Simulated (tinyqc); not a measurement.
Inside a calculation. Method: CISD on RHF in the sto-3g basis, frozen core, for OH-, spin multiplicity 1. The basis has no diffuse functions, so it cannot describe the extra electron: this is an exercise in the method, not the real anion. One step of it, computed by the program tinyqc.

Question. CISD: roots. Diagonalise (each vector has its largest component positive (the first on a tie)); all determinants have Ms = 0, so triplets appear too. The lowest singlet root is the correlation energy.

Occupation strings over the orbitals (2 doubly, a alpha, b beta, 0 empty; spin orbitals ordered 1a 1b 2a 2b ...): 222220 22a22b 2a222b 22b22a 2b222a 222202 222022 220222 2ab222 2ba222 202222

H - E(HF) between determinants (hartree), lower triangle:
```
           222220     22a22b     2a222b     22b22a     2b222a     222202     222022     220222
222220   0.000000
22a22b   0.000000   0.727639
2a222b   0.000000   0.004254   1.326390
22b22a   0.000000  -0.148027  -0.047407   0.727639
2b222a   0.000000  -0.047407  -0.110223   0.004254   1.326390
222202   0.039017   0.004304   0.045655  -0.004304  -0.045655   1.113397
222022   0.039017   0.004304   0.045655  -0.004304  -0.045655   0.047444   1.113397
220222   0.148027   0.051001  -0.115594  -0.051001   0.115594   0.052623   0.052623   1.573786
2ab222  -0.047407   0.115594  -0.049249  -0.068252   0.008600   0.055745   0.055745   0.084012
2ba222   0.047407  -0.068252   0.008600   0.115594  -0.049249  -0.055745  -0.055745  -0.084012
202222   0.110223   0.008600   0.028277  -0.008600  -0.028277   0.142454   0.142454   0.149903

           2ab222     2ba222    202222
2ab222   2.096020
2ba222  -0.149903   2.096020
202222   0.044320  -0.044320  2.727140
```

Give: lowest roots of this matrix, relative to E(HF); lowest vectors; <S^2> of these roots; weight of the ground state by excitation level 0, 1, 2, ....

Answer.

lowest roots of this matrix, relative to E(HF) (hartree): -0.022  0.575  0.836  1.066  1.089  1.216  1.372  1.658

lowest vectors:
```
        root 1  root 2  root 3  root 4
222220   0.994   0.000  -0.004   0.000
22a22b   0.001   0.705   0.687   0.000
2a222b  -0.004   0.046  -0.099   0.000
22b22a  -0.001   0.705  -0.687   0.000
2b222a   0.004   0.046   0.099   0.000
222202  -0.027   0.000   0.059   0.707
222022  -0.027   0.000   0.059  -0.707
220222  -0.091   0.000  -0.113   0.000
2ab222   0.026  -0.023  -0.092   0.000
2ba222  -0.026  -0.023   0.092   0.000
202222  -0.033   0.000   0.001   0.000
```

<S^2> of these roots: 0.000  2.000  0.000  0.000  0.000  2.000  0.000  0.000

weight of the ground state by excitation level 0, 1, 2, ...: 0.988  0.000  0.012

With one virtual orbital singles and doubles already span the full space.
